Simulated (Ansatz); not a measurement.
Ansatz (a quantum-chemistry and plane-wave program) input:

Ansatz 0.2 input:
```yaml
crystal:
  periodic: [false, false, false]
  atoms:
    - {symbol: N, position_ang: [-0.01289421, 0.71390346, -0.08274131]}
    - {symbol: N, position_ang: [0.01143230, -0.71580235, -0.06455095]}
    - {symbol: H, position_ang: [0.22690319, 1.11743039, 0.81759820]}
    - {symbol: H, position_ang: [-0.95122073, 1.00639896, -0.32213030]}
    - {symbol: H, position_ang: [-0.21034728, -1.09592557, 0.85047264]}
    - {symbol: H, position_ang: [0.94489814, -1.01461151, -0.31489471]}
basis:
  gaussian:
    orbitals: def2-TZVP
hamiltonian:
  xc: {name: HF}
relax: {f_tol: 0.003, max_steps: 100}
```

Problem. What final total energy does it print?

Solution. -111.22719 Eh (HF/def2-TZVP). The basis has 86 functions.
